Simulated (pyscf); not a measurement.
Single points on ωB97X-D3(BJ)/def2-SVP structures (PySCF, gas phase).

**Question.** Estimate the classical barrier height and the reaction energy of H₂Ga–SeH → HGa=Se + H₂ at ωB97M-D3(BJ)/def2-TZVP. The step runs on the singlet surface, breaks H–Se, Ga–H and forms H–H; take the reactant's lowest minimum found as zero.

**Answer.** ΔE‡ = 47.6 kcal/mol, ΔE = +16.8 kcal/mol. Zero-point energy shifts the barrier by -1.9 kcal/mol. It is an elimination, with an imaginary mode of 1600i cm⁻¹. At the saddle there is also a short Ga–H contact that neither side keeps. HGa=Se lies 6.8 kcal/mol over its isomer Ga–SeH [singlet] (electronic energy, ωB97M-D3(BJ)/def2-TZVP). One saddle was located; it need not be the lowest between these sides. Elements up to Kr have no core potential and no relativistic terms here.
